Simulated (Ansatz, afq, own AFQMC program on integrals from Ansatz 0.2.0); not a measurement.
**C2H2, singlet: AFQMC among the cluster methods**

```xyz
4

C     0.0000    0.0000    0.6204
C     0.0000    0.0000   -0.8166
H     0.0000   -0.9396    1.1695
H     0.0000    0.9396    1.1695
```

Connectivity, by distances: CH2–C.

Basis cc-pVDZ. Only valence electrons are correlated. AFQMC by an in-house program on the Cholesky factors that Ansatz 0.2.0 writes for its CCSD(T) run. The CISD trial takes its coefficients from CCSD amplitudes. Released means that phaseless walkers are propagated on without the constraint, phases kept. ± is one standard error of the sampling.

Determinant: RHF, the one that the program's search chose, which needn't be the lowest solution. The geometry is a point of a scan.

No full CI on the walks' own integrals is used here; CCSDT(Q) serves as the reference and is uncertain by about the last step of the cluster series.

Cautions: higher spins were not checked; restricted determinant unstable towards unrestricted (UHF 109 meV lower, ⟨S²⟩ 0.49).

```
T1 diagnostic                               : 0.0181
weight of the determinant in the CISD state : 0.866
size of the correlated space                : 10 electrons in 36 orbitals
```

Reference: CCSDT(Q), correlation energy -7.701 eV. The released energy is read at 2.40 1/Eh (meV from the phaseless value at times in 1/Eh: 4 ± 24 at 0.24, -1 ± 17 at 0.51, 26 ± 17 at 0.99, -15 ± 21 at 1.62, 2 ± 21 at 2.40).

```json
{"level": "HF", "E − E(reference) (kcal/mol)": "177.59", "share of correlation (%)": "0.00"}
{"level": "MP2", "E − E(reference) (kcal/mol)": "28.37", "share of correlation (%)": "84.03"}
{"level": "CCSD", "E − E(reference) (kcal/mol)": "7.95", "share of correlation (%)": "95.53"}
{"level": "CCSD(T)", "E − E(reference) (kcal/mol)": "1.17", "share of correlation (%)": "99.34"}
{"level": "CCSDT", "E − E(reference) (kcal/mol)": "0.54", "share of correlation (%)": "99.70"}
{"level": "ph-AFQMC/CISD", "E − E(reference) (kcal/mol)": "-0.19 ± 0.49", "share of correlation (%)": "100.11"}
{"level": "released AFQMC", "E − E(reference) (kcal/mol)": "-0.15 ± 0.49", "share of correlation (%)": "100.09"}
```

A walk keeps the symmetry of its determinant, which the program's search chose and which needn't be the lowest solution, so a lower state of the same spin and another symmetry isn't excluded. Released energies are given only where the last usable release times agree within the noise; a slower fall can still hide under it.
